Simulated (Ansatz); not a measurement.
**C2H4Si: basis-set convergence**

Aim: see how fast density functionals converge with the basis set for C2H4Si.

The runs use Ansatz 0.2.0, Gaussian basis; one geometry, several basis sets.

Levels to be run: PBE0-D4/def2-SVP; ωB97M-V/def2-SVP; PBE0-D4/def2-QZVPP; ωB97M-V/def2-QZVPP; the functionals' def2-TZVPP values are taken from earlier runs.

### Step 1. The relaxed structure

An earlier PBE0-D4 in a triple-zeta def2 set relaxation fixed the geometry.

SMILES `C#C[SiH3]`, 7 atoms, charge 0, spin multiplicity 1.

Atoms are counted from 1 here; the program's logs count them from 0.

Bond lengths: C1–C2 1.206 Å, C1–H4 1.066 Å, C2–Si3 1.823 Å, Si3–H5 1.483 Å, Si3–H6 1.483 Å, Si3–H7 1.483 Å. Angles: C2–C1–H4 180.0°, C1–C2–Si3 180.0°, C2–Si3–H5 109.3°, C2–Si3–H6 109.3°, C2–Si3–H7 109.3°, H5–Si3–H6 109.6°, H5–Si3–H7 109.6°, H6–Si3–H7 109.6°.

### Step 2. PBE0-D4 in def2-SVP

in.yaml

```yaml
crystal:
  periodic: [false, false, false]
  atoms:
    - {symbol: C, position_ang: [-0.580723, -1.871374, 0.172166]}
    - {symbol: C, position_ang: [-0.218461, -0.726544, 0.062382]}
    - {symbol: Si, position_ang: [0.329785, 1.004324, -0.103832]}
    - {symbol: H, position_ang: [-0.900981, -2.883547, 0.269278]}
    - {symbol: H, position_ang: [-0.094474, 1.528266, -1.424969]}
    - {symbol: H, position_ang: [-0.281725, 1.818084, 0.974947]}
    - {symbol: H, position_ang: [1.807880, 1.062890, 0.004427]}
basis:
  gaussian: {orbitals: def2-SVP}
hamiltonian: {xc: pbe0, dispersion: d4}
output: {orbitals: {seedname: orbitals}}
```

Further steps of the session: ωB97M-V in def2-SVP; PBE0-D4 in def2-QZVPP; ωB97M-V in def2-QZVPP.

Q: Predict the results of all the runs planned. Wanted: PBE0-D4: double and triple zeta above quadruple; ωB97M-V: double and triple zeta above quadruple.

The runs gave:

```
                                       quantity          value
PBE0-D4: double and triple zeta above quadruple  5.57, 0.39 eV
ωB97M-V: double and triple zeta above quadruple  5.69, 0.35 eV
```

In words: PBE0-D4 gains 5.18 eV from double to triple zeta, then 0.39 eV more. These are total energies; as a rule much of such shifts cancels in differences, which this series doesn't test.
